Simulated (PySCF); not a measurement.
formaldehyde: removing and adding an electron

Parent: formaldehyde, `C=O` (CH2O). Non-hydrogen atoms are numbered in `[CH2:1]=[O:2]`.

Energies: CAM-B3LYP-D3(BJ)/ma-def2-TZVP (PySCF, density fitting, integration grid level 2) on PBE0-D3(BJ)/ma-def2-SVP structures. Thermal corrections: PBE0-D3(BJ)/ma-def2-SVP frequencies, unscaled, ideal gas at 298.15 K and 1 bar, quasi-RRHO entropy.

Frontier levels of the parent: HOMO -9.36 eV, LUMO -0.26 eV.

Oxidation to the radical cation:
* Vertical ionisation energy (electronic): 10.90 eV
* Adiabatic ionisation energy (with zero-point energy): 10.80 eV
* Adiabatic, electronic part: 10.88 eV
* Vertical gap at the product's structure: 10.85 eV
* Inner reorganisation energy (four-point): 46 meV
* Relaxation of product / of parent: 18 / 29 meV
* ⟨S²⟩ of the product: 0.759
* Largest spin populations: O2 0.83, H (on C1) 0.12, H (on C1) 0.12, C1 -0.08
* Largest changes of atomic charge: O2 0.50, H (on C1) 0.20, H (on C1) 0.20, C1 0.10
* Distances that move most (Å): C1–H 1.118 → 1.132; C1–H 1.118 → 1.131; C1–O2 1.198 → 1.186

Reduction to the radical anion:
| Item | Value |
| --- | --- |
| Vertical electron affinity (electronic) | -0.76 eV |
| Adiabatic electron affinity (with zero-point energy) | -0.52 eV |
| Adiabatic, electronic part | -0.62 eV |
| Vertical gap at the product's structure | -0.29 eV |
| ⟨S²⟩ of the product | 0.753 |
| Largest spin populations | C1 0.65, O2 0.38 |
| Largest changes of atomic charge | C1 -0.51, O2 -0.35 |
| Distances that move most (Å) | C1–O2 1.198 → 1.281 |

Against the Active Thermochemical Tables (version 1.112): ionisation energy to the radical cation 10.89 (computed 10.80, error -0.09) eV.

Measured values (NIST Chemistry WebBook, evaluated or the median of agreeing entries): adiabatic ionisation energy 10.88 eV (computed 10.80, difference -0.08).

Known limits: the gas-phase radical anion comes out unbound at this level, so its gas-phase values hang on the basis; a negative vertical affinity means that the electron isn't bound at that structure, so the value and what is derived from it hang on the basis.

Structures, frequencies and single points took 34 s of wall time on 1 thread of Arm Neoverse V2 (shared host), launched as `OMP_NUM_THREADS=1 python redox_run.py task.json out`.
